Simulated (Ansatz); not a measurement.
Ansatz (a quantum-chemistry and plane-wave program) input (PBE0/def2-TZVPD):

Ansatz 0.2 input:
```yaml
crystal:
  periodic: [false, false, false]
  atoms:
    - {symbol: Li, position_ang: [-0.00000000, -0.00000000, -0.42396811]}
    - {symbol: H, position_ang: [0.00000000, 0.00000000, 1.27190434]}
basis:
  gaussian:
    orbitals: def2-TZVPD
hamiltonian:
  xc: {name: PBE0}
total_charge: -1
magnetization: {spin_polarized: true, initial_magnetization: 1}
output: {forces: true}
```

Output:

```
Functional definition: PBE0
integrals: 0.00 GiB planned
216 factors; their error is unknown
mean field: 0.06 GiB planned
mean field evaluation 1: about -219.2331 eV, gradient 1.5e0 eV
mean field evaluation 2: about -219.3422 eV, gradient 8.8e-1 eV
mean field evaluation 4: about -219.3640 eV, gradient 1.4e-1 eV
mean field evaluation 8: about -219.3646 eV, gradient 5.5e-3 eV
mean field evaluation 16: about -218.4801 eV, gradient 7.5e-2 eV
mean field -219.36464765 eV, -8.0615021105 hartree, gradient 1.5e-5 eV, S^2 0.750345; 5 other end points of the search recorded, 0 dependent functions left out
the calculation of the forces begins
reference -219.36467535 eV, -8.0615031285 hartree; 3, 2 occupied and 23, 24 virtual orbitals, 216 factors
Total energy: -219.36467535 eV, -8.0615031285 hartree
Atom 0 at    -0.000000    -0.000000    -0.423968 Å, force    -0.000000     0.000000    -0.032642 eV/Å
Atom 1 at     0.000000     0.000000     1.271904 Å, force     0.000000    -0.000000     0.032642 eV/Å
Dipole moment:    -0.000000    -0.000000     0.513416 e Å
```
